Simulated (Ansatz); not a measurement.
A calculation on rock-salt KF returned lattice constant a 5.439 Å, bulk modulus 30.5 GPa, cohesive energy 2.69 eV/atom.

For reference: lattice constant a 5.311 Å (measured, low temperature, zero-point motion not removed; as tabulated in Doll and Stoll (1997), arXiv:cond-mat/9707218); bulk modulus 34.2 GPa (measured, 4 K, zero-point motion not removed; as tabulated in Doll and Stoll (1997), arXiv:cond-mat/9707218); cohesive energy 3.85 eV/atom (measured, zero-point energy (Debye) added; as tabulated in Doll and Stoll (1997), arXiv:cond-mat/9707218).

**Question.** Which level of theory produced these numbers?
(A) Hartree–Fock (Ansatz, a first-principles code)
(B) LDA (Ansatz)
(C) r²SCAN (Ansatz)
(D) B3LYP (VWN-RPA form) (Ansatz)

**Answer.** A, Hartree–Fock (Ansatz)

The others give: B3LYP (VWN-RPA form) 5.396 Å, 31.2 GPa, 3.63 eV/atom; LDA 5.162 Å, 43.7 GPa, 4.27 eV/atom; r²SCAN 5.318 Å, 35.2 GPa, 3.79 eV/atom.

Unless a cell is named, each level is at its own relaxed cell (B3LYP (VWN-RPA form) 19.64, Hartree–Fock 20.11, LDA 17.20, r²SCAN 18.80 Å³/atom).

Ansatz's density-functional and Hartree–Fock values are scalar-relativistic unless marked +SOC, with PAW data made under PBE.
